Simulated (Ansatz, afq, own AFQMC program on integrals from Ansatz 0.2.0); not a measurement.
**Where AFQMC and coupled cluster stand for CH$_{2}$Ge, singlet**

```xyz
4

Ge    0.0000    0.0000    0.3030
C     0.0000    0.0000   -1.4834
H     0.0000   -0.9122   -2.0790
H     0.0000    0.9122   -2.0790
```

Connectivity, by distances: Ge–CH2.

Basis cc-pVDZ. Noble-gas cores (and the filled d shells of Ga–Kr and In–Xe) are frozen. Integrals, coupled cluster, full CI and functionals: Ansatz 0.2.0; the random walks run on the same integrals in our own AFQMC program. ph-AFQMC/CISD is guided by a CISD state made of CCSD amplitudes; releasing the constraint for a short imaginary time cuts its bias at the price of noise, slowly where states lie close. Uncertainties: one standard error, sampling alone. No spin–orbit coupling.

Determinant: RHF, the one that the program's search chose, which needn't be the lowest solution. The geometry is a PBE0/def2-TZVP stationary point of this or a neighbouring charge and spin state.

No full CI on the walks' own integrals is used here; CCSDT(Q) serves as the reference and is uncertain by about the last step of the cluster series.

Cautions: no relativity below Rb; no spin-orbit coupling; inner d shell frozen; higher spins were not checked; restricted determinant unstable towards unrestricted (UHF 127 meV lower, ⟨S²⟩ 0.40).

The T1 diagnostic is 0.0157 and the weight of the determinant in the CISD state is 0.863. The size of the correlated space is 10 electrons in 36 orbitals.

```json
{"level": "MP2", "correlation energy (eV)": "-5.7973"}
{"level": "CCSD", "correlation energy (eV)": "-6.5331"}
{"level": "CCSD(T)", "correlation energy (eV)": "-6.7917"}
```

Estimate where phaseless AFQMC with a CISD trial lies against CCSD(T) on the same integrals.

2.86 ± 0.96 mEh below CCSD(T).

Reference: CCSDT(Q), correlation energy -6.838 eV. The released energy is read at 2.40 1/Eh (meV from the phaseless value at times in 1/Eh: 9 ± 19 at 0.24, 3 ± 16 at 0.51, 29 ± 12 at 0.99, 29 ± 17 at 1.62, 38 ± 18 at 2.40).

```
         level  E − E(reference) (mEh)  share of correlation (%)
       CCSD(T)                    1.69                     99.33
         CCSDT                    0.86                     99.66
   ph-AFQMC/HF             0.25 ± 2.85                     99.90
 ph-AFQMC/CISD            -1.17 ± 0.96                    100.46
released AFQMC             0.21 ± 0.65                     99.92
```

A walk keeps the symmetry of its determinant, which the program's search chose and which needn't be the lowest solution, so a lower state of the same spin and another symmetry isn't excluded. Released energies are given only where the last usable release times agree within the noise; a slower fall can still hide under it.
